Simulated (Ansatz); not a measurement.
# NH2O (quartet): from Hartree-Fock to the top rungs at distance O1–H3 along a hydrogen transfer = 1.063 Å, cc-pVTZ

Aim: climb from Hartree-Fock through coupled cluster and multireference methods for NH2O (quartet) at one geometry and basis, and see what each rung misses.

Method: cc-pVTZ, core rule «outside noble gas», up to 2 orbitals frozen; program: Ansatz 0.2.0, Gaussian basis.

Plan: UHF; CCSD(T) on ROHF; CCSD(T) on UHF; BCCD(T) on ROHF; CCSDT(Q) on ROHF; CCSDT(Q) on UHF; CASSCF and NEVPT2, 5 electrons in 5 orbitals; CASSCF and NEVPT2, 13 electrons in 10 orbitals.

3 further runs of the same task are left out: 3 that didn't finish.

**1. The geometry**

The geometry derives from fragments relaxed apart (PBE0/def2-TZVP) and kept rigid, so it is no stationary point. A hydrogen atom is moved between rigid fragments.

4 atoms, charge 0, spin multiplicity 4.

Atoms are counted from 1 here; the program's logs count them from 0.

Bond lengths: O1–H2 0.960 Å, O1–H3 1.063 Å, H3–N4 1.178 Å. Angles: H2–O1–H3 105.1°, O1–H3–N4 180.0°.

**2. UHF**

File in.yaml:

```yaml
crystal:
  periodic: [false, false, false]
  atoms:
    - {symbol: O, position_ang: [-1.005846, -0.029165, 0.000000]}
    - {symbol: H, position_ang: [-1.255155, 0.897410, 0.000000]}
    - {symbol: H, position_ang: [0.057154, -0.029165, 0.000000]}
    - {symbol: N, position_ang: [1.235154, -0.029165, 0.000000]}
basis:
  gaussian: {orbitals: cc-pVTZ}
magnetization: {spin_polarized: true, initial_magnetization: 3}
hamiltonian: {xc: hf}
output: {orbitals: {seedname: orbitals}}
```

Command:

```console
ansatz run in.yaml --threads 1 --pin off --events-out ev --progress --plain --max-ram 8192MiB --backend cpu
```

Further steps of the session: CCSD(T) on ROHF; CCSD(T) on UHF; BCCD(T) on ROHF; CCSDT(Q) on ROHF; CCSDT(Q) on UHF; CASSCF and NEVPT2, 5 electrons in 5 orbitals; CASSCF and NEVPT2, 13 electrons in 10 orbitals.

Before running them: what should the planned runs give, taken together? Wanted: UCCSDT(Q) below the RHF energy; RMP2 from UCCSDT(Q); UMP2 from UCCSDT(Q); RCCSD from UCCSDT(Q); RCCSD(T) from UCCSDT(Q); UCCSD(T) from UCCSDT(Q); RCCSDT(Q) from UCCSDT(Q); NEVPT2 pair from UCCSDT(Q); NEVPT2 valence from UCCSDT(Q).

**Answer**, as computed:

| quantity | value |
| --- | --- |
| UCCSDT(Q) below the RHF energy | -11.4737 eV |
| RMP2 from UCCSDT(Q) | +22.35 kcal/mol |
| UMP2 from UCCSDT(Q) | +22.22 kcal/mol |
| RCCSD from UCCSDT(Q) | +9.25 kcal/mol |
| RCCSD(T) from UCCSDT(Q) | +0.89 kcal/mol |
| UCCSD(T) from UCCSDT(Q) | +0.85 kcal/mol |
| RCCSDT(Q) from UCCSDT(Q) | +0.13 kcal/mol |
| NEVPT2 pair from UCCSDT(Q) | +23.25 kcal/mol |
| NEVPT2 valence from UCCSDT(Q) | +33.68 kcal/mol |
| levels within 1 kcal/mol (43 meV) | RCCSD(T), UCCSD(T), BCCD(T), RCCSDT, UCCSDT, RCCSDT(Q) |
| T1 diagnostic | 0.030 |
| effectively unpaired electrons | 3.01 |

**Reading.** RCCSD(T) misses by +0.89 kcal/mol, 0.3 % of the correlation energy. One determinant dominates. Of the multireference levels listed NEVPT2 pair comes nearest in total energy (+23.25 kcal/mol), which doesn't show that its space is the better one. These misses are within one basis, not against nature; the frozen cores of restricted and unrestricted runs differ, which can shift their rows.
